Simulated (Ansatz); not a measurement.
`[SH][Mg][Cl]` + H–F → `[F][Mg][SH]` + HCl  (ligand exchange at a Mg–Cl bond)

Gas-phase electronic energies from Ansatz, PBE0-D4/def2-TZVP geometries. CCSD(T)/CBS adds triple-zeta CCSD(T) − MP2 to the extrapolated MP2 energy (def2 sets, frozen cores). This one scheme is used for every species. Functionals use def2-TZVPP. HSE06 is defined as in plane-wave codes. For Mg outer-core shells are correlated without core-valence functions, which leaves a few kJ/mol of doubt a bond. One conformer a species, not always the lowest.

`[SH][Mg][Cl]`:

```xyz
4

S     1.190    0.944   -0.764
Mg   -0.601    0.069    0.336
Cl   -2.325   -0.742    1.390
H     1.736   -0.270   -0.962
```

H–F:

Z-matrix (Å, degrees):
```
F
H 1 0.920
```

`[F][Mg][SH]`:

Cartesian coordinates in Å:
```
F -1.685 0.514 -1.761
Mg -0.591 0.324 -0.409
S 0.818 0.102 1.365
H 1.458 -0.940 0.805
```

HCl:

Z-matrix (Å, degrees):
```
Cl
H 1 1.279
```

```csv
level,ΔE (kJ/mol),difference from CCSD(T)/CBS
PBE-D4,18.2,-5.5
BLYP-D4,10.7,-13.0
r2SCAN0-D4,27.5,3.8
HSE06-D4,26.9,3.2
ωB97M-V,21.3,-2.4
PBE-QIDH,27.6,3.9
BLYP,8.8,-14.9
PBE0,25.2,1.5
r2SCAN0,27.1,3.4
HSE06,25.9,2.2
LC-ωPBE,17.0,-6.7
HF/def2-SVP,26.2,2.5
CCSD/def2-SVP,10.7,-13.0
MP2/def2-TZVPP,23.0,-0.7
HF/def2-QZVPP,29.4,5.7
HF/CBS(def2),28.9,5.2
CCSD(T)/CBS,23.7,0
```

(1) What do rigid-rotor, harmonic-oscillator terms from PBE0-D4/def2-TZVP frequencies (298.15 K, 1 bar) make of the CCSD(T)/CBS value? (An estimate is asked.)

Largest T1 diagnostic among the species: 0.011.

Results:

(1) The calculation gave: ΔZPE = -5.1 kJ/mol, ΔH = +18.0 kJ/mol, ΔS = 1 J/(mol·K), ΔG = +17.7 kJ/mol.

From r2SCAN to r2SCAN0 (25 % exact exchange), in def2-TZVPP and without D4, ΔE moves by +5.7 kJ/mol. In def2-TZVPP, CCSD(T) changes the Hartree–Fock value by −10.9 kJ/mol (the triples alone add −0.4 kJ/mol) and MP2 by −10.1 kJ/mol.
